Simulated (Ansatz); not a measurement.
Seven cases of bond dissociation energy of first-row species (electronic energies, kcal/mol); geometries: B3LYP-D3(BJ)/def2-TZVP. The cases were drawn at random from those of this class that have a high level and all functionals, leaving out states under which another spin lies or may lie. Left out are anions, K, Ca, elements past Kr, ionisation of Li, Na and Mg, pi-pi* triplets of linear molecules and other triplets made from a closed-shell parent. Runs that doubt their state, and full CI more than 15 mEh from coupled cluster, are set aside; a case stays where another high level and all functionals remain. AFQMC serves as high level only in triple zeta or larger, with a steady walk, a bar under 0.8 kcal/mol and agreement with other high levels or trials where they ran; where none ran, an unstable determinant or (outside 3d species) a high T1 diagnostic also bars it, so strongly correlated cases are thinned. No case was kept or dropped by the size of a functional's miss. High levels with a bar over 0.5 kcal/mol are left out too, and the seventh case lies inside the range of the six. Affinities count positive where energy is released, gaps as the second state minus the first. B3LYP is by Ansatz (a program for electronic structure) in def2-TZVPD. High levels (Ansatz): P = CCSD(T)/CBS(cc-pVQZ,cc-pV5Z) + [CCSDT(Q) - CCSD(T)]/cc-pVDZ + core + X2C; Q = CCSD(T)/CBS(cc-pVQZ,cc-pV5Z) + [CCSDT(Q) - CCSD(T)]/cc-pVQZ + [FCI - CCSDT(Q)]/cc-pVDZ + core + X2C; R = CCSD(T)/CBS(cc-pVQZ,cc-pV5Z) + [CCSDT(Q) - CCSD(T)]/cc-pVTZ + [CCSDTQ - CCSDT(Q)]/cc-pVDZ + core + X2C; S = CCSD(T)/CBS(cc-pVQZ,cc-pV5Z) + [CCSDT(Q) - CCSD(T)]/cc-pVTZ + core + X2C; T = CCSD(T)/CBS(cc-pVTZ,cc-pVQZ) + [CCSDT(Q) - CCSD(T)]/cc-pVDZ + core + X2C. Open shells are spin-unrestricted; no spin-orbit coupling. CBS(X,Y): correlation extrapolated as X^-3, Hartree-Fock from the larger set (Q,5: extrapolated as (X+1)exp(-9√X)). A bracket is a step between two methods taken in the basis named. The functionals are non-relativistic, so their misses hold any scalar relativity. 'core' is core correlation in cc-pwCVTZ, 'X2C' scalar relativity in cc-pVTZ-DK, both at CCSD(T). Full CI freezes restricted core orbitals, also for open shells; the composite that ends in it estimates full CI at the basis-set limit. Where a partner has so few electrons that a lower coupled-cluster level is exact, that level stands in. The UHF reference of C2H ([C]#C, doublet) is spin-contaminated (<S^2> up to 0.36 over the pure value in the sets run). The UHF reference of C3H3 ([C]1=CC1, doublet) is spin-contaminated (<S^2> up to 0.14 over the pure value in the sets run). The UHF reference of C2H3 ([CH]=C, doublet) is spin-contaminated (<S^2> up to 0.19 over the pure value in the sets run). The UHF reference of CH2N (C=[N], doublet) is spin-contaminated (<S^2> up to 0.18 over the pure value in the sets run).

| case | B3LYP | level | high level |
|---|---|---|---|
| C2H2 (SMILES C#C) → C2H (SMILES C#[C], doublet) + H (doublet) | 140.2 | R | 139.3 |
| C2H7N (ethanamine, SMILES CCN) → C2H6N (SMILES [CH](C)N, doublet) + H (doublet) | 94.8 | T | 99.4 |
| C3H4 (SMILES C1CC=1) → C3H3 (SMILES C1C[C]=1, doublet) + H (doublet) | 113.9 | T | 115.9 |
| H2O2 (hydrogen peroxide, SMILES OO) → 2 HO (SMILES [OH], doublet) | 50.4 | R | 54.7 |
| BH3 (borane, SMILES B) → BH2 (SMILES [BH2], doublet) + H (doublet) | 110.2 | Q | 111.2 |
| C2H4 (SMILES C=C) → C2H3 (SMILES [CH]=C, doublet) + H (doublet) | 115.7 | S | 118.0 |
| C2H5N (SMILES C=NC) → CH3 (SMILES [CH3], doublet) + CH2N (SMILES [N]=C, doublet) | 73.2 | P | withheld |

**Question.** Fit a straight line from B3LYP to the high level over the first six rows by least squares, predict the seventh, and compare with the calculation.

**Answer.** Means: B3LYP 104.20, high level 106.42. Sxx = 4541.14, Sxy = 4286.01, slope 0.9438, intercept +8.07 kcal/mol; residual standard deviation 1.3 kcal/mol. Seventh row: 0.9438·(73.2) +8.07 = 77.2 kcal/mol. The calculation gave 79.4 kcal/mol: the line differs from it by -2.2, B3LYP itself by -6.2.
